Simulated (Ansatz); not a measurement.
**Molecular dynamics, step by step**

LiH2O (charge +1), singlet, PBE0-D4/def2-SVP (Ansatz 0.2.0). Settings (timestep in fs, temperature in K; T counts 6 degrees of freedom):

```yaml
hamiltonian: {xc: pbe0, dispersion: d4}
md: {n_steps: 80, timestep: 0.75, temperature: 200, ensemble: nve, seed: 30, initial_velocities: maxwell_boltzmann}
```

Start:

| atom | x (Å) | y (Å) | z (Å) |
| --- | --- | --- | --- |
| Li1 | 0.0015 | -0.0838 | -1.6589 |
| O2 | -0.0001 | 0.0083 | 0.1651 |
| H3 | 0.1650 | 0.7874 | 0.7091 |
| H4 | -0.1664 | -0.7118 | 0.7847 |

```csv
step,time (fs),potential energy less the start (meV),kinetic energy (meV),T (K)
0,0.00,0.0,51.7,200
5,3.75,25.0,26.9,104
10,7.50,25.6,26.2,101
15,11.25,21.7,30.0,116
20,15.00,50.1,2.0,8
25,18.75,26.5,25.4,98
30,22.50,26.4,25.6,99
35,26.25,29.9,22.3,86
40,30.00,2.4,49.3,191
45,33.75,24.3,27.5,107
50,37.50,23.4,28.4,110
55,41.25,18.9,32.8,127
60,45.00,48.6,3.6,14
65,48.75,25.7,26.2,101
70,52.50,28.4,23.6,91
75,56.25,33.1,19.0,74
80,60.00,2.8,48.9,189
```

Step 10, positions (Å) and forces (eV/Å):

```json
{"atom": "Li1", "x": "0.007", "y": "-0.073", "z": "-1.673", "Fx": "-0.029", "Fy": "-0.075", "Fz": "0.166"}
{"atom": "O2", "x": "-0.007", "y": "-0.002", "z": "0.167", "Fx": "0.108", "Fy": "0.193", "Fz": "0.456"}
{"atom": "H3", "x": "0.194", "y": "0.798", "z": "0.679", "Fx": "0.014", "Fy": "0.188", "Fz": "-0.258"}
{"atom": "H4", "x": "-0.126", "y": "-0.642", "z": "0.887", "Fx": "-0.093", "Fy": "-0.306", "Fz": "-0.363"}
```

Step 20, positions (Å) and forces (eV/Å):

| atom | x | y | z | Fx | Fy | Fz |
| --- | --- | --- | --- | --- | --- | --- |
| Li1 | 0.009 | -0.068 | -1.675 | -0.052 | -0.129 | 0.188 |
| O2 | -0.010 | -0.004 | 0.176 | 0.036 | -0.082 | -0.682 |
| H3 | 0.220 | 0.851 | 0.569 | -0.084 | -0.327 | 0.540 |
| H4 | -0.121 | -0.687 | 0.862 | 0.101 | 0.539 | -0.045 |

Step 70, positions (Å) and forces (eV/Å):

| atom | x | y | z | Fx | Fy | Fz |
| --- | --- | --- | --- | --- | --- | --- |
| Li1 | -0.006 | -0.098 | -1.650 | 0.044 | 0.108 | -0.034 |
| O2 | 0.009 | 0.019 | 0.165 | 0.028 | 0.145 | -0.912 |
| H3 | 0.107 | 0.768 | 0.764 | -0.005 | -0.024 | 0.269 |
| H4 | -0.204 | -0.765 | 0.671 | -0.068 | -0.228 | 0.677 |

Last step (80):

| atom | x (Å) | y (Å) | z (Å) |
| --- | --- | --- | --- |
| Li1 | -0.0037 | -0.0878 | -1.6671 |
| O2 | 0.0078 | 0.0103 | 0.1682 |
| H3 | 0.1059 | 0.7895 | 0.7329 |
| H4 | -0.1961 | -0.7178 | 0.7679 |

The run took about 13 s on 2 CPU threads of an Intel Xeon 6975P-C (shared host).
